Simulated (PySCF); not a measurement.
Compound: 1-pentene, C5H10.
Geometry (PBE0-D3(BJ)/def2-SVP, Å), atoms numbered from 1 in this order:
```xyz
15
C5H10 angstrom
C      2.4913    0.9001    0.3278
C      1.6326   -0.0479   -0.0498
C      0.2688   -0.2630    0.5246
C     -0.8509   -0.1118   -0.5055
C     -2.2345   -0.3533    0.0760
H      2.2446    1.6054    1.1286
H      3.4717    1.0071   -0.1440
H      1.9239   -0.7310   -0.8594
H      0.1026    0.4373    1.3611
H      0.2138   -1.2801    0.9564
H     -0.7964    0.8994   -0.9439
H     -0.6708   -0.8108   -1.3413
H     -2.4537    0.3540    0.8921
H     -3.0204   -0.2358   -0.6854
H     -2.3220   -1.3703    0.4914
```

Computed with PBE0-D3(BJ)/def2-SVP geometry optimisation, gas phase in PySCF.

Take the most abundant isotopes and a rigid rotor. The values belong to one conformer with, in the numbering `[CH2:1]=[CH:2][CH2:3][CH2:4][CH3:5]`, C1–C2–C3–C4 119°, C2–C3–C4–C5 179°.

(1) What are A, B and C (cm⁻¹)?

(2) What kind of rotor is it?

(3) What does the inertial defect say?

(4) Which lines would a microwave search look for?

(5) Estimate the classical rotational partition function at 100 K, 298.15 K and 500 K.

## Answers

(1) Ia = 27.77, Ib = 238.25, Ic = 241.90 u·Å²; 505379 MHz·u·Å²/I gives 18198, 2121 and 2089 MHz, that is A = 0.60703, B = 0.07076, C = 0.06969 cm⁻¹.

(2) A near-prolate asymmetric top: κ = (2 × 2121 − 18198 − 2089)/(18198 − 2089) = -1.00.

(3) Not planar: Δ = Ic − Ia − Ib = -24.12 u·Å². For a rigid frame Δ = −2 Σ m c², so Σ m c² = 12.06 u·Å² lies off the ab plane: 6.98 from hydrogen and 5.08 from heavier atoms. The atom farthest from that plane is 1.46 Å away.

(4) The dipole components are |μa| = 0.40 D, |μb| = 0.06 D, |μc| = 0.08 D. Intensities carry the squares of the components, which stand as 1.00 : 0.02 : 0.04 (a : b : c). Some lines, for components of 0.1 D or more:

| type | branch | J(Ka,Kc) | MHz | lower level (cm⁻¹) |
| --- | --- | --- | --- | --- |
| a | R | 1(0,1) ← 0(0,0) | 4210 | 0.000 |
| a | R | 2(1,2) ← 1(1,1) | 8389 | 0.677 |
| a | R | 2(0,2) ← 1(0,1) | 8421 | 0.140 |
| a | R | 2(1,1) ← 1(1,0) | 8453 | 0.678 |

(5) Point group C1, symmetry number σ = 1; q = (√π/σ)·√((kT/h)³/(ABC)), k/h = 20836.6 MHz/K: 18800 at 100 K, 96600 at 298.15 K, 210000 at 500 K.

Not checked by PBE0-D3(BJ)/def2-SVP frequencies. Zero-point vibration and centrifugal distortion are left out. A rigid rotor knows nothing of internal rotation, which can split or shift real lines.

Rough CPU time on one thread of a shared machine: about 17 s. These figures are those of the optimisation.
